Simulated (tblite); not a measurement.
# AlCl3H2O: the cost of one run

Computed with tblite 0.8.0 and PySCF 2.14.0; each step states its level. No surroundings beyond the atoms listed, unless a continuum is named. Atoms count from 0, parts from 1.

## (1) Starting point

7 atoms, charge 0, multiplicity 1; geometry: rigid parts in contact. Parts: 1 = atoms 0–3, `[Cl][Al]([Cl])[Cl]`, charge 0; 2 = atoms 4–6, `O`, charge 0.

## (2) Search for minima with GFN2-xTB

The job: settings as JSON, then the geometry in Å.

```
{"job": {"kind": "dock", "xc": "GFN2-xTB", "basis": "xTB"}, "charge": 0, "multiplicity": 1, "parts": [{"atoms": "0-3", "charge": 0, "multiplicity": 1}, {"atoms": "4-6", "charge": 0, "multiplicity": 1}]}
Cl     0.768817    -0.565901     1.791496
Al    -0.000206     0.000080     0.000180
Cl    -1.627971     1.210542    -0.069515
Cl     0.859360    -0.644720    -1.722162
O     -1.062444     2.787174     2.309330
H     -1.953230     2.817946     1.954703
H     -0.870202     1.870358     2.515130
```

With the program's defaults for keys left out, this is: GFN2-xTB search for minima from random contacts, gas phase.

Launch:

```sh
$ OMP_NUM_THREADS=1 python cluster_run.py task.json out
```

One launch serves the whole session: the jobs run in the order shown.

Q: Estimate the wall time of this first job on 1 thread of Intel Xeon Platinum 8488C, shared host.

About 2.4 s.
